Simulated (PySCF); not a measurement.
CH₂Cl₂.
Bonds: Cl1–C2, C2–Cl3. Hydrogens: H4, H5 on C2.

Method: core-valence-separated Tamm–Dancoff BHandHLYP/aug-pcX-1 (pcseg-1 on H, def2-SVPD on Cl) in PySCF, non-relativistic, gas phase, PBE0-D3(BJ)/def2-SVP geometry.

Computed carbon K-edge spectrum, Gaussian lines of 0.5 eV full width, highest printed point 100; it ends one width below the last computed root. Absolute energies from this functional tend to lie a few eV below measured edges; no shift was applied.

| photon energy (eV) | absorption |
| --- | --- |
| 285.6 | 1 |
| 285.7 | 2 |
| 285.8 | 6 |
| 285.9 | 15 |
| 286.0 | 31 |
| 286.1 | 54 |
| 286.2 | 78 |
| 286.3 | 96 |
| 286.4 | 100 |
| 286.5 | 87 |
| 286.6 | 63 |
| 286.7 | 37 |
| 286.8 | 18 |
| 286.9 | 7 |
| 287.0 | 2 |
| 287.1 | 1 |
| 287.2 | 0 |
| 287.3 | 0 |
| 287.4 | 0 |
| 287.5 | 0 |
| 287.6 | 0 |
| 287.7 | 0 |
| 287.8 | 0 |
| 287.9 | 0 |
| 288.0 | 0 |
| 288.1 | 0 |
| 288.2 | 1 |
| 288.3 | 2 |
| 288.4 | 4 |
| 288.5 | 8 |
| 288.6 | 12 |
| 288.7 | 17 |
| 288.8 | 22 |
| 288.9 | 27 |
| 289.0 | 31 |
| 289.1 | 32 |
| 289.2 | 27 |
| 289.3 | 19 |
| 289.4 | 11 |
| 289.5 | 5 |
| 289.6 | 2 |
| 289.7 | 1 |
| 289.8 | 0 |
| 289.9 | 0 |
| 290.0 | 0 |
| 290.1 | 0 |
| 290.2 | 0 |
| 290.3 | 0 |
| 290.4 | 1 |
| 290.5 | 2 |
| 290.6 | 4 |
| 290.7 | 5 |
| 290.8 | 6 |
| 290.9 | 5 |
| 291.0 | 3 |
| 291.1 | 2 |
| 291.2 | 1 |
| 291.3 | 0 |
| 291.4 | 0 |
| 291.5 | 1 |

Task: Where are the maxima, and which lines make them up?

Result: 3 maxima:
- 286.4 eV: C2 (CCl2 carbon), 286.44 eV, f = 0.084, 66 % of the height at the exact maximum; C2 (CCl2 carbon), 286.23 eV, f = 0.050, 34 % of the height at the exact maximum
- 289.1 eV: C2 (CCl2 carbon), 289.10 eV, f = 0.035, 91 % of the height at the exact maximum
- 290.8 eV: C2 (CCl2 carbon), 290.81 eV, f = 0.005, 77 % of the height at the exact maximum; C2 (CCl2 carbon), 290.74 eV, f = 0.002, 23 % of the height at the exact maximum

Further lines of some strength in the range: C2, 288.70 eV, f = 0.014.

Roots within 0.03 eV on the same or equivalent atoms count as one line; shares under 12 % aren't listed.

Vibrational structure and lifetime widths aren't in the curve. The ionisation threshold wasn't computed; near and above it a finite basis only mimics Rydberg series and continuum.
